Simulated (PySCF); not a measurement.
Gas-phase reaction: 2 SiHF3 + i-Si4H10 = 6 SiH2F

Computed with PySCF and rigid-rotor harmonic-oscillator thermochemistry at 1 bar. † marks an energy on the PBE0/def2-TZVP geometry and frequencies; other levels use their own. MP2 freezes the core. 6-31G* has spherical d functions here. Open shells (unrestricted): SiH2F (multiplicity 2); the rest are closed-shell singlets. B3LYP is the form with VWN-RPA correlation. SiH2F: computed as isolated molecules; such fragments, hydroxides, amides, oligomers or adducts are transient or little studied in the gas. MP2 isn't extrapolated to the basis-set limit; its ΔH°(298 K) is 1122.9 kJ in def2-SVP and 1150.3 kJ in def2-TZVPP. The harmonic model lacks anharmonicity and excited electronic states, which grow with temperature; levels with a mode under 35 cm⁻¹ are left out. Internal rotation in i-Si4H10 is treated as a harmonic vibration of one conformer, which makes the entropy rough.

```tsv
level	ΔE electronic, kJ	ΔH°(298 K), kJ	ΔS°(298 K), J/K	ΔG°(1000 K), kJ
B3LYP/6-31G*	1138	1106	533	590
B3LYP/def2-TZVP†	1090	1060	535	543
BLYP/def2-TZVP†	1045	1015	535	497
HF/6-31G*	962	933	539	409
MP2/def2-SVP†	1153	1123	535	605
PBE/def2-TZVP†	1114	1084	535	566
PBE0/def2-SVP†	1154	1124	535	606
PBE0/def2-TZVP	1138	1108	535	591
ωB97M-V/def2-TZVP†	1203	1173	535	655
ωB97X-V/def2-TZVP†	1202	1172	535	654
```
ΔH° is lowest at HF/6-31G* and highest at ωB97M-V/def2-TZVP†. No reference value is set beside these.
